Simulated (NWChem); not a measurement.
Everything below was run with NWChem. System: HF, charge 0, spin multiplicity 1, displaced from the optimised geometry. Level: CCSD(T)/cc-pVDZ, 1 core orbitals frozen, spin-restricted.

NWChem printed:

```
             Northwest Computational Chemistry Package (NWChem) 7.3.0
             --------------------------------------------------------

                                NWChem Input Module
                                -------------------

 Scaling coordinates for geometry "geometry" by  1.889725989
 (inverse scale =  0.529177249)

                             Geometry "geometry" -> ""
                             -------------------------

 Output coordinates in angstroms (scale by  1.889725989 to convert to a.u.)

  No.       Tag          Charge          X              Y              Z
 ---- ---------------- ---------- -------------- -------------- --------------
    1 F                    9.0000     0.00000000     0.00000000     0.32366300
    2 H                    1.0000     0.00000000     0.00000000    -0.83227700

 Effective nuclear repulsion energy (a.u.)       4.1201059233

            Nuclear Dipole moment (a.u.)
            ----------------------------
        X                 Y               Z
 ---------------- ---------------- ----------------
     0.0000000000     0.0000000000     3.9319339672


 Summary of "ao basis" -> "" (spherical)
 ------------------------------------------------------------------------------
       Tag                 Description            Shells   Functions and Types
 ---------------- ------------------------------  ------  ---------------------
 *                          cc-pvdz                   on all atoms

 Summary of "ao basis" -> "ao basis" (spherical)
 ------------------------------------------------------------------------------
       Tag                 Description            Shells   Functions and Types
 ---------------- ------------------------------  ------  ---------------------
 F                          cc-pvdz                  6       14   3s2p1d
 H                          cc-pvdz                  3        5   2s1p

                                 NWChem SCF Module
                                 -----------------

  ao basis        = "ao basis"
  functions       =    19
  atoms           =     2
  closed shells   =     5
  open shells     =     0
  charge          =   0.00
  wavefunction    = RHF
  use symmetry    = F
  symmetry adapt  = F

 Summary of "ao basis" -> "ao basis" (spherical)
 ------------------------------------------------------------------------------
       Tag                 Description            Shells   Functions and Types
[...]
 total number of virtual orbitals        14
 number of virtuals per integral pass    14
 number of integral evaluations           1
 number of occupied per triples pass      4
 number of triples passes                 1

 commencing integral evaluation        1 at           0.45
  symmetry use  F
task         2 out of        45 done   4%  at       0.0 secs
task         3 out of        45 done   6%  at       0.0 secs
task         5 out of        45 done  11%  at       0.0 secs
task         7 out of        45 done  15%  at       0.0 secs
task         9 out of        45 done  20%  at       0.0 secs
task        12 out of        45 done  26%  at       0.0 secs
task        14 out of        45 done  31%  at       0.0 secs
task        16 out of        45 done  35%  at       0.0 secs
task        18 out of        45 done  40%  at       0.0 secs
task        21 out of        45 done  46%  at       0.0 secs
task        23 out of        45 done  51%  at       0.1 secs
task        25 out of        45 done  55%  at       0.1 secs
task        27 out of        45 done  60%  at       0.1 secs
task        30 out of        45 done  66%  at       0.1 secs
task        32 out of        45 done  71%  at       0.1 secs
task        34 out of        45 done  75%  at       0.1 secs
task        36 out of        45 done  80%  at       0.1 secs
task        39 out of        45 done  86%  at       0.1 secs
task        41 out of        45 done  91%  at       0.1 secs
task        43 out of        45 done  95%  at       0.1 secs
task        45 out of        45 done 100%  at       0.1 secs
 commencing triples evaluation - blocking       1
 ccsd(t): done        1 out of       14 progress:    7.1%
 ccsd(t): done        2 out of       14 progress:   14.3%
 ccsd(t): done        3 out of       14 progress:   21.4%
 ccsd(t): done        4 out of       14 progress:   28.6%
 ccsd(t): done        5 out of       14 progress:   35.7%
 ccsd(t): done        6 out of       14 progress:   42.9%
 ccsd(t): done        7 out of       14 progress:   50.0%
 ccsd(t): done        8 out of       14 progress:   57.1%
 ccsd(t): done        9 out of       14 progress:   64.3%
 ccsd(t): done       10 out of       14 progress:   71.4%
 ccsd(t): done       11 out of       14 progress:   78.6%
 ccsd(t): done       12 out of       14 progress:   85.7%
 ccsd(t): done       13 out of       14 progress:   92.9%
 ccsd(t): done       14 out of       14 progress:  100.0%
 Time for integral evaluation pass     1        0.08
 Time for triples evaluation pass      1        0.01

 pseudo-e(mp4)  -0.28171717852566E-02
 pseudo-e(mp5)   0.22463065728548E-03
        e(t)    -0.25925411279711E-02

 --------------
 CCSD(T) Energy
 --------------
 Reference energy:                     -99.972176780475536

 CCSD corr. energy:                     -0.216917338008334
 T(CCSD) corr. energy:                  -0.002817171785257
 Total CCSD+T(CCSD) energy:           -100.191911290269132

 CCSD corr. energy:                     -0.216917338008334
 (T) corr. energy:                      -0.002592541127971
 Total CCSD(T) energy:                -100.191686659611847

 routine      calls  cpu(0)   cpu-min  cpu-ave  cpu-max   i/o
 aoccsd          1     0.00     0.00     0.00     0.00    0.00
 iterdrv         1     0.00     0.00     0.00     0.00    0.00
 pampt           9     0.01     0.01     0.01     0.01    0.00
 t2pm            9     0.01     0.01     0.01     0.01    0.00
 sxy             9     0.00     0.00     0.00     0.00    0.00
 ints        18225     0.31     0.31     0.31     0.31    0.00
 t2eri         405     0.01     0.01     0.01     0.01    0.00
 idx2          405     0.01     0.01     0.01     0.01    0.00
 idx34           9     0.00     0.00     0.00     0.00    0.00
 ht2pm           9     0.01     0.01     0.01     0.01    0.00
 itm             9     0.02     0.02     0.02     0.02    0.00
 pdiis           9     0.00     0.00     0.00     0.00    0.00
 triples         1     0.00     0.00     0.00     0.00    0.00
 rdtrpo          1     0.00     0.00     0.00     0.00    0.00
 trpmos          1     0.08     0.08     0.08     0.08    0.00
 trpdrv          1     0.00     0.00     0.00     0.00    0.00
 dovvv        1120     0.00     0.00     0.00     0.00    0.00
 doooo        1120     0.00     0.00     0.00     0.00    0.00
 tengy         896     0.00     0.00     0.00     0.00    0.00
 Total                 0.46     0.46     0.46     0.46    0.00

 Task  times  cpu:        0.6s     wall:        0.6s

 Total times  cpu:        0.7s     wall:        0.7s
```

**Question.** Write an NWChem input that would produce this output.

**Answer.** Several could match; the one computed here: 
```
start mol
memory heap 100 mb stack 700 mb global 1900 mb
geometry units angstroms nocenter noautoz noautosym
  F      0.000000     0.000000     0.323663
  H      0.000000     0.000000    -0.832277
end
basis spherical
  * library cc-pvdz
end
scf
  rhf
  nopen 0
  maxiter 100
  thresh 1e-7
  semidirect memsize 60000000 filesize 0
end
ccsd
  freeze core 1
  maxiter 60
end
task ccsd(t) energy
```
